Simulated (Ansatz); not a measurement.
The input, for Ansatz 0.2.0:

```yaml
crystal:
  periodic: [false, false, false]
  atoms:
    - {symbol: N, position_ang: [0.000000, -0.044346, 2.045710]}
    - {symbol: Ge, position_ang: [0.000000, 0.031018, 0.394534]}
    - {symbol: Si, position_ang: [0.000000, -0.108917, -1.969969]}
    - {symbol: H, position_ang: [0.000000, 1.415715, -1.969401]}
basis:
  gaussian: {orbitals: cc-pVTZ}
magnetization: {spin_polarized: true, initial_magnetization: 2}
hamiltonian: {xc: {name: B3LYP}}
```

```sh
$ ansatz run in.yaml --threads 2 --pin off --events-out ev --progress --plain --max-ram 24576MiB --backend cuda --devices 0, --max-vram 18GiB
```

Output:

```
933 factors; their error is unknown
mean field evaluation 1: about -65879.1564 eV, gradient 6.4e1 eV
mean field evaluation 2: about -65645.9830 eV, gradient 1.4e2 eV
mean field evaluation 4: about -65882.3189 eV, gradient 4.8e1 eV
mean field evaluation 8: about -65900.4005 eV, gradient 8.6e-1 eV
mean field evaluation 16: about -65900.5925 eV, gradient 4.6e-2 eV
mean field evaluation 32: about -65900.5926 eV, gradient 1.7e-5 eV
mean field -65900.59257513 eV, -2421.8021081101 hartree, gradient 1.2e-5 eV, S^2 2.053909; 3 other end points of the search recorded, 0 dependent functions left out
reference -65900.59278761 eV, -2421.8021159186 hartree; 28, 26 occupied and 93, 95 virtual orbitals, 933 factors
Total energy: -65900.59278761 eV, -2421.8021159186 hartree
```

Ran on 2 threads of AMD EPYC 7R13 with a shared H100 80 GB, shared host: 4.8 s wall, 0.8 GiB peak host memory.
